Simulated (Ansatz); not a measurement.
```yaml
crystal:
  periodic: [false, false, false]
  atoms:
    - {symbol: W, position_ang: [0.000000, 0.000000, -1.499413]}
    - {symbol: O, position_ang: [0.000000, 0.000000, 0.249327]}
    - {symbol: H, position_ang: [0.000000, 0.000000, 1.250087]}
basis:
  gaussian: {orbitals: def2-TZVP}
total_charge: 1
hamiltonian: {xc: pbe0}
relax: {f_tol: 0.004, max_steps: 80}
```

```sh
$ ansatz run in.yaml --threads 1 --pin off --events-out ev --progress --plain --max-ram 2176MiB
```

Steps of the relaxation (energy above the last step; positions in Å, forces in eV/Å):

```
3
step 1, 52.9 meV
W     0.000    0.000   -1.499    0.000    0.000    1.823
O     0.000    0.000    0.249    0.000    0.000   -0.562
H     0.000    0.000    1.250    0.000    0.000   -1.262
```

```
3
step 2, 1.3 meV
W     0.000    0.000   -1.469    0.000    0.000    0.135
O     0.000    0.000    0.245    0.000    0.000    0.187
H     0.000    0.000    1.225    0.000    0.000   -0.322
```

```
3
step 3, 0.0 meV
W     0.000    0.000   -1.465    0.000    0.000   -0.017
O     0.000    0.000    0.246    0.000    0.000    0.016
H     0.000    0.000    1.219    0.000    0.000    0.002
```

```
3
step 4, 0.0 meV
W     0.000    0.000   -1.465    0.000    0.000    0.000
O     0.000    0.000    0.246    0.000    0.000    0.000
H     0.000    0.000    1.219    0.000    0.000    0.000
```

Close pairs at the end: O2–H3 0.973 Å, W1–O2 1.712 Å, W1–H3 2.685 Å.

A stationary point of restricted PBE0 after 4 steps (its stability towards spin polarisation wasn't tested); no frequencies were run, so it isn't proven a minimum. 4.4 s on 1 thread of Intel Xeon 6975P-C, shared host.
